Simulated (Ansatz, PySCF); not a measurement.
Species: HO2, net charge 0, doublet state. It need not be the lowest isomer of its formula. SMILES: [O]O
Geometry from a B3LYP-D3(BJ)/def2-TZVP (Ansatz, a program for electronic structure) optimisation:
```
O
H 1 0.9780
O 1 1.3260 2 105.56
```
Charge 0, spin multiplicity 2.

Wanted: atomisation energy (electronic, to ground-state atoms); the coupled-cluster value holds the core correlation from cc-pwCVTZ, in kJ/mol. Cores are frozen in the correlated levels unless marked. Open shells are spin-unrestricted. Spin-orbit coupling is left out. No relativistic terms. CBS marks a two-point X^-3 extrapolation of the correlation energy; Hartree-Fock from the larger set.

Level to compare with: CCSD(T)/CBS(aug-cc-pVTZ,aug-cc-pVQZ) plus the core term (Ansatz), 733.7 kJ/mol. It is a level with limits of its own, and the differences hold the functionals' basis error too.

**Question.** Rank these functionals by how close they come to CCSD(T)/CBS(aug-cc-pVTZ,aug-cc-pVQZ), closest first: revPBE/def2-TZVPD (Ansatz); MN15/def2-TZVPD (PySCF); SVWN5/def2-TZVPD (Ansatz).

**Answer.** MN15/def2-TZVPD (hybrid meta-NGA, 745.5 kJ/mol, difference 11.8), revPBE/def2-TZVPD (GGA, 767.4 kJ/mol, difference 33.7), SVWN5/def2-TZVPD (LDA, 982.2 kJ/mol, difference 248.5)
